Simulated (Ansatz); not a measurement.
Mulliken charges of AlClH2O, SMILES `[OH][AlH][Cl]` from PBE/def2-TZVPP in Ansatz (PBE0-D4/def2-TZVP geometry).

```json
{"atom": "O1", "x (Å)": "-1.110", "y (Å)": "0.371", "z (Å)": "-0.514", "charge (e)": "-0.359"}
{"atom": "Al2", "x (Å)": "0.431", "y (Å)": "0.185", "z (Å)": "0.137", "charge (e)": "0.528"}
{"atom": "Cl3", "x (Å)": "1.115", "y (Å)": "-1.725", "z (Å)": "0.663", "charge (e)": "-0.243"}
{"atom": "H4", "x (Å)": "-1.720", "y (Å)": "-0.349", "z (Å)": "-0.669", "charge (e)": "0.183"}
{"atom": "H5", "x (Å)": "1.333", "y (Å)": "1.445", "z (Å)": "0.342", "charge (e)": "-0.109"}
```

Q: By hand: the dipole of these point charges (1 e Å = 4.8032 D).

A: Σ q r = (-0.105, 0.162, -0.064) e Å, of length 0.203 e Å = 0.98 D.

Q: How does the dipole of the full density compare? (Best estimate.)

A: The calculation gave: (-0.156, -0.023, -0.061) e Å, 0.81 D; the point charges give 1.21 times that, at 61° from its direction.

Point charges leave out the atoms' own dipoles, such as those of lone pairs, and Mulliken's split depends on the basis, so the two needn't agree.
